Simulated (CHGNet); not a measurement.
## fcc Ca

These are the machine-learned potential CHGNet-r²SCAN (trained on r²SCAN data) values and carry that method's errors.

Cell: relaxed at this level.

```yaml
lattice_parameter_a: 5.582 Å
equilibrium_volume_per_atom: 43.48 Å³/atom
```

Measured, for comparison: lattice constant a 5.553 Å, equilibrium volume per atom 42.81 Å³/atom (low-temperature or extrapolated to 0 K; zero-point anharmonic expansion removed; as tabulated in Csonka et al. (2009), arXiv:0903.4037). Computed (rounded) less measured: lattice constant a +0.5 %, equilibrium volume per atom +1.6 %.

A machine-learned potential is trained on density-functional data: it inherits that level's misses and adds fitting errors of its own.
